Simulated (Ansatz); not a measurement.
**CH₂Al (quartet): wave-function methods side by side at scale of all distances = 1.994, 6-31G**

How much of the correlation energy of CH₂Al (quartet) does each wave-function method recover here?

Computed with Ansatz 0.2.0, Gaussian basis. Level: 6-31G, core rule «outside noble gas», up to 6 orbitals frozen.

To be run: UHF; CCSD(T) on ROHF; CCSD(T) on UHF; BCCD(T) on ROHF; CISD; CCSDT(Q) on ROHF; CCSDT(Q) on UHF; CASSCF and MRCISD+Q, 5 electrons in 5 orbitals; CASSCF and NEVPT2, 5 electrons in 5 orbitals; CASSCF and MRCISD+Q, 9 electrons in 10 orbitals; CASSCF and NEVPT2, 9 electrons in 10 orbitals.

14 further runs of the same task are left out: 12 that didn't finish, 2 set aside as unsound or not needed.

## 1. What is computed

The geometry derives from a PBE0/def2-TZVP stationary point (not a proven minimum). All distances are scaled together.

4 atoms, charge 0, spin multiplicity 4.

Atoms are counted from 1 here; the program's logs count them from 0.

No contacts short enough for the rule that draws bonds.

## 2. UHF

in.yaml

```yaml
crystal:
  periodic: [false, false, false]
  atoms:
    - {symbol: Al, position_ang: [0.000000, 0.000000, 1.052105]}
    - {symbol: C, position_ang: [0.000000, 0.000000, -2.786072]}
    - {symbol: H, position_ang: [0.000000, 2.789602, 2.517644]}
    - {symbol: H, position_ang: [0.000000, -2.789602, 2.517644]}
basis:
  gaussian: {orbitals: 6-31G}
magnetization: {spin_polarized: true, initial_magnetization: 3}
hamiltonian: {xc: hf}
output: {orbitals: {seedname: orbitals}}
```

Started as:

```
$ ansatz run in.yaml --threads 1 --pin off --events-out ev --progress --plain --max-ram 2393MiB
```

After this run come: CCSD(T) on ROHF; CCSD(T) on UHF; BCCD(T) on ROHF; CISD; CCSDT(Q) on ROHF; CCSDT(Q) on UHF; CASSCF and MRCISD+Q, 5 electrons in 5 orbitals; CASSCF and NEVPT2, 5 electrons in 5 orbitals; CASSCF and MRCISD+Q, 9 electrons in 10 orbitals; CASSCF and NEVPT2, 9 electrons in 10 orbitals.

Before running them: what should the planned runs give, taken together? Wanted: UCCSDT(Q) below the RHF energy; RMP2 from UCCSDT(Q); UMP2 from UCCSDT(Q); RCCSD from UCCSDT(Q); RCCSD(T) from UCCSDT(Q); UCCSD(T) from UCCSDT(Q); RCCSDT(Q) from UCCSDT(Q); NEVPT2 pair from UCCSDT(Q); NEVPT2 valence from UCCSDT(Q).

**Answer**, as computed:

```
                         quantity                                                                  value
   UCCSDT(Q) below the RHF energy                                                             -3.3737 eV
              RMP2 from UCCSDT(Q)                                                          +164.2 kJ/mol
              UMP2 from UCCSDT(Q)                                                          +110.5 kJ/mol
             RCCSD from UCCSDT(Q)                                                           +14.3 kJ/mol
          RCCSD(T) from UCCSDT(Q)                                                            +4.6 kJ/mol
          UCCSD(T) from UCCSDT(Q)                                                            +3.2 kJ/mol
         RCCSDT(Q) from UCCSDT(Q)                                                            -0.1 kJ/mol
       NEVPT2 pair from UCCSDT(Q)                                                           +85.4 kJ/mol
    NEVPT2 valence from UCCSDT(Q)                                                           +30.3 kJ/mol
  MRCISD+Q valence from UCCSDT(Q)                                                            +1.1 kJ/mol
levels within 1 kcal/mol (43 meV)  UCCSD(T), RCCSDT, UCCSDT, RCCSDT(Q), MRCISD valence, MRCISD+Q valence
                    T1 diagnostic                                                                  0.086
   effectively unpaired electrons                                                                   3.73
```

RCCSD(T) misses by +4.6 kJ/mol, 1.4 % of the correlation energy. The occupations show some static correlation. Of the multireference levels listed MRCISD+Q valence comes nearest in total energy (+1.1 kJ/mol), which doesn't show that its space is the better one. Coupled cluster took another determinant than the lowest Hartree-Fock one. These misses are within one basis, not against nature; the frozen cores of restricted and unrestricted runs differ, which can shift their rows.
